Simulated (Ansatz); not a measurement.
A structure relaxed at PBE0-D4/def2-TZVP, charge 0, multiplicity 1:

Cartesian coordinates in Å:
```
O 0.706 -1.374 -0.292
C -0.387 -0.570 -0.133
F -1.027 -0.385 -1.347
C -0.033 0.790 0.426
F 1.036 1.303 -0.284
H 1.405 -0.849 -0.702
H -1.091 -1.087 0.525
H 0.268 0.694 1.473
H -0.876 1.477 0.334
```

Q: Give its formula and SMILES.

A: C2H4F2O, `OC(F)CF`.

Q: Summarise the bond lengths by kind.

A: 1 × C–O 1.366 Å; 1 × H–O 0.965 Å; 2 × C–F 1.382 to 1.385 Å; 1 × C–C 1.513 Å; 3 × C–H 1.092 to 1.094 Å.

Program: Ansatz 0.2.0.
